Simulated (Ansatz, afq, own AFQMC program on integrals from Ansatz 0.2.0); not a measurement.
AFQMC on a folder of integrals that Ansatz 0.2.0 wrote.

```yaml
crystal:
  periodic: [false, false, false]
  atoms:
    - {symbol: N, position_ang: [0.000000, 0.000000, 0.000000]}
    - {symbol: H, position_ang: [0.000000, 0.000000, 1.147000]}
basis:
  gaussian: {orbitals: "6-31++G**"}
total_charge: -1
magnetization: {spin_polarized: true, initial_magnetization: 1}
correlation: {method: ccsd_t, electrons: outside_noble_gas, hamiltonian_folder: ham}
```

```sh
$ ansatz run in.yaml --threads 1 --pin off --events-out ev --progress --plain --max-ram 16896MiB --backend cuda --devices 0, --max-vram 18GiB
```

afq runs on the folder ham with

```
--method phaseless --trial hf --walkers 4000 --populations 20 --least-time 40 --time-step 0.005 --steps-per-block 20 --equilibration-blocks 112 --max-blocks 4000 --target-error 0.0008 --factor-cut 1e-05 --start spin_pure --seed 6654 --taylor-order 6
```

Times are imaginary, in 1/Eh. The walk had a cap of 49 s. With eight or more populations the least sampling time is a fifth of least-time, and the error comes from their spread.

```
orbitals 24  electrons 4 3  factors 156 of 241
reference energy -54.90144946 Eh
CCSD correlation -0.17429960 Eh in 12 cycles, weight of the determinant in the CISD state 0.9169
energy of the start -54.902259 Eh
 block  time / (1/Eh)  mean weight  energy / Eh
     1     0.100  1.0011  -54.945630
     2     0.200  1.0014  -54.977343
     3     0.300  1.0012  -55.000612
     4     0.400  1.0011  -55.017750
     5     0.500  1.0009  -55.031260
     8     0.800  1.0003  -55.052843
    13     1.300  0.9999  -55.068541
    31     3.100  0.9998  -55.077422
    49     4.900  0.9998  -55.082285
    67     6.700  0.9998  -55.077794
    85     8.500  1.0001  -55.077640
   103    10.300  0.9996  -55.080040
   121    12.100  0.9997  -55.074583
   139    13.900  1.0001  -55.075486
   145    14.500  0.9998  -55.069772
   157    15.700  1.0003  -55.080159
   175    17.500  0.9998  -55.086638
   193    19.300  0.9997  -55.081353
   211    21.100  0.9995  -55.078247
   217    21.700  1.0002  -55.089808
   229    22.900  1.0001  -55.081411
   247    24.700  0.9997  -55.084227
   265    26.500  0.9996  -55.084687
   271    27.100  1.0000  -55.079954
error from the spread of 20 populations
energy -55.081313 +/- 0.000792 Eh
(rows thinned)
```

Question: Estimate how long the walk took on 1 × NVIDIA H100 80GB HBM3 with 2 threads of AMD EPYC 7R13 Processor (Zen 3) (shared host) (the card was shared).

Answer: 20 s of wall time.

The run passed its tests (sampling time, drift between the halves within three errors, error under three times the target), which doesn't prove that it has relaxed.

Against this walk (error 21.5 meV) on the same determinant: CCSD(T) 19.3 meV higher (within the noise), CCSDT(Q) 14.9 meV lower (within the noise), CCSDTQ 13.3 meV lower (within the noise), full CI 13.9 meV lower (within the noise), a separate phaseless walk with a CISD trial and standard settings 1.9 ± 21.9 meV higher (within the noise). The error is statistical and leaves out the bias of the constraint.

Cautions: constraint bias not in the error; an unrestricted solution with more broken spin lies lower (236 meV, ⟨S²⟩ 1.77).

CCSDT and higher add their correlation energy to the determinant of the CCSD(T) run, since their own runs factorise the integrals more tightly (a shift of under 2 meV). A walk keeps the symmetry of its determinant, which the program's search chose and which needn't be the lowest solution, so a lower state of the same spin and another symmetry isn't excluded.
